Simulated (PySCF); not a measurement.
# Bonding in `CC[S-]`

Species: C2H5S (charge -1).
Numbering: `[CH3:1][CH2:2][S-:3]` (hydrogens: H4, H5, H6 on C1; H7, H8 on C2)

Cartesian coordinates in Å at the GFN2-xTB level; atoms count from 1:
```xyz
8
C2H5S angstrom
C     -0.7988    0.0301   -0.0443
C      0.7127   -0.1672   -0.0089
S      1.5893    1.3323    0.4902
H     -1.1541    0.3249    0.9427
H     -1.0508    0.8265   -0.7442
H     -1.3174   -0.8868   -0.3490
H      1.0671   -0.4733   -1.0053
H      0.9610   -0.9772    0.6942
```

Bond orders from the PBE0/pcSseg-1 density (PySCF). Isolated species at its GFN2-xTB geometry, gas phase. The pcSseg-1 basis has no diffuse functions, a weakness for an anion. The HOMO energy is positive at this level (+0.85 eV), so the outermost electrons may be held by the finite basis alone.

Q: How far do the computed orders between heavy atoms stray from the drawn ones?

A: The largest departure is 0.083, at C2–S3 (drawn single, 1.083).

Q: Set the Mayer orders of the bonds beside their lengths.

A: 
```csv
bond,drawn as,length (Å),Mayer order
C1–C2,single,1.525,1.012
C2–S3,single,1.807,1.083
C1–H4,single,1.090,0.970
C1–H5,single,1.090,0.970
C1–H6,single,1.097,0.951
C2–H7,single,1.101,0.951
C2–H8,single,1.101,0.951
```

Q: Sum the orders of all bonds at each heavy atom with more than one neighbour and set the sums beside the valence in the SMILES.

A: C1 3.903 (drawn 4), C2 3.997 (drawn 4). Orders between atoms that aren't bonded are not in these sums.

Mayer orders depend on the basis set.

These values come from a run that also computed NMR shieldings. On an x86-64 server with one thread, no GPU, on a shared host, this took 3.7 s.
